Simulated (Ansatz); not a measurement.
The first iterations of a band of H$_{5}$NOSi (8 atoms, charge 0, multiplicity 1).

These are results of RKS B3LYP/def2-SVP in Ansatz, not measurements.

| Quantity | Value |
| --- | --- |
| movable images | 4 |
| climbing image | no |
| spring | 5.0 eV/Å² |
| optimiser | quadratic models (default) |
| start path | through a guess of the saddle point |
| force threshold | 0.05 eV/Å |
| iteration limit | 60 |
| end points | relaxed |

First end point:

```xyz
8
Properties=species:S:1:pos:R:3
Si 0.136 -0.075 0.159
H -0.125 -0.076 1.629
O 1.784 -0.137 -0.137
H 2.274 -0.864 0.265
H -0.274 1.188 -0.499
N -0.817 -1.372 -0.463
H -0.998 -2.213 0.074
H -0.932 -1.532 -1.458
```

Last end point:

```xyz
8
Properties=species:S:1:pos:R:3
Si -0.743 0.210 0.250
H 1.577 -0.207 1.591
O 1.465 -0.045 0.642
H 1.363 -0.932 0.242
H -0.329 0.994 -0.997
N -0.652 -1.384 -0.529
H -1.109 -2.186 -0.102
H -0.525 -1.531 -1.527
```

| iteration | highest image above the first end (eV) | largest band force component (eV/Å) |
| --- | --- | --- |
| 1 | 4.320 | 4.870 |
| 2 | 3.420 | 1.521 |
| 3 | 3.177 | 1.582 |

Question: Does the band converge within its limit, and where does its top end?

Answer: The run converged. It ended after 11 iterations with the highest image 2.672 eV above the first end. Neighbouring images differ by up to 2.2 eV, so the band resolves the path poorly. No image climbed, so the highest image needn't sit at the top of the path. The orbitals stay closed-shell, which can raise the energy where a bond breaks towards radicals; this wasn't checked here.

Run time: 81 s on 1 thread of Arm Neoverse V2, with other jobs on the host, peak memory 0.13 GiB.
